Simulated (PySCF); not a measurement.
Name the molecule from its bond curve

A diatomic of charge 0 contains N. Its doublet curve at ROHF-MP2 in a double-zeta basis (no relativity, PySCF), in eV from the separated fragments:

R (Å), E (eV) and a bar:
```
    1.355     -1.916 ##############################
    1.418     -2.978 ###############
    1.481     -3.609 ######
    1.529     -3.872 ##
    1.576     -3.999 
    1.623     -4.020 
    1.686     -3.928 #
    1.765     -3.684 #####
    1.860     -3.288 ##########
    1.986     -2.705 ###################
```

The fit gives ωe = 1057 cm⁻¹ and the rotational constant Bₑ = 0.6966 cm⁻¹.

**Question.** Which atom is the partner?

**Answer.** The minimum lies at 1.610 Å, so the reduced mass is 16.8576 u Å² cm⁻¹/(Bₑ·Re²) = 9.336 u. With N at 14.00 u the partner weighs about 28.0 u: Si. The molecule is SiN.

Correlated steps freeze 6 core orbitals. The state is the lowest determinant that a PBE0 search found; another state may lie lower at other levels.
